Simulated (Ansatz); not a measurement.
**BSiHO+ (quartet): from Hartree-Fock to the top rungs, cc-pVDZ**

An exercise on one series of results from a longer session: the logs are not shown, and one member is left open.

Computed with Ansatz 0.2.0, Gaussian basis. Level: cc-pVDZ, core rule «outside noble gas», up to 7 orbitals frozen.

Plan: UHF; CCSD(T) on ROHF; CCSD(T) on UHF; BCCD(T) on ROHF; CISD; CCSDT(Q) on ROHF; CCSDT(Q) on UHF.

23 further runs of the same task are left out: 8 that didn't finish, 15 set aside as unsound or not needed.

### The geometry

The geometry is a PBE0/def2-TZVP stationary point (not a proven minimum) of the parent state, kept for this charge and spin.

4 atoms, charge 1, spin multiplicity 4.

Atoms are counted from 1 here; the program's logs count them from 0.

Bond lengths: B1–Si2 1.800 Å, B1–H4 1.175 Å, Si2–O3 1.513 Å. Angles: Si2–B1–H4 180.0°, B1–Si2–O3 180.0°.

The first run:

in.yaml

```yaml
crystal:
  periodic: [false, false, false]
  atoms:
    - {symbol: B, position_ang: [0.000000, 0.000000, 0.984275]}
    - {symbol: Si, position_ang: [0.000000, 0.000000, -0.815325]}
    - {symbol: O, position_ang: [0.000000, 0.000000, -2.328425]}
    - {symbol: H, position_ang: [0.000000, 0.000000, 2.159475]}
basis:
  gaussian: {orbitals: cc-pVDZ}
total_charge: 1
magnetization: {spin_polarized: true, initial_magnetization: 3}
hamiltonian: {xc: hf}
output: {orbitals: {seedname: orbitals}}
```

Command:

```console
> ansatz run in.yaml --threads 1 --pin off --events-out ev --progress --plain --max-ram 2393MiB
```

Among the steps run: UHF; CCSD(T) on ROHF; CCSD(T) on UHF; BCCD(T) on ROHF; CISD; CCSDT(Q) on ROHF; CCSDT(Q) on UHF.

One table of the session follows, with a row left open; its other results are not shown here.

It belongs to the step «Misses and costs». 

| method | from UCCSDT(Q) (meV) |
| --- | --- |
| ROHF | +8274.3 |
| UHF | +8090.6 |
| RMP2 | +1253.2 |
| UMP2 | +1266.4 |
| CISD | +942.2 |
| RCCSD | +297.9 |
| UCCSD | +294.7 |
| RCCSD(T) | ? |
| UCCSD(T) | +66.8 |
| BCCD(T) | +66.6 |
| RCCSDT | +21.0 |
| UCCSDT | +19.9 |
| RCCSDT(Q) | +2.7 |
| UCCSDT(Q) | 0 |

**Question.** Estimate the row for RCCSD(T).

**Answer.** from UCCSDT(Q) (meV): +66.7. In the column «from UCCSDT(Q) (meV)» it lies between BCCD(T) (+66.6) and UCCSD(T) (+66.8).

Caveats from the session: Restricted and unrestricted rows rest on different reference determinants; where their highest levels disagree by more than a few hundredths of an eV, they describe different states and don't form one ladder.
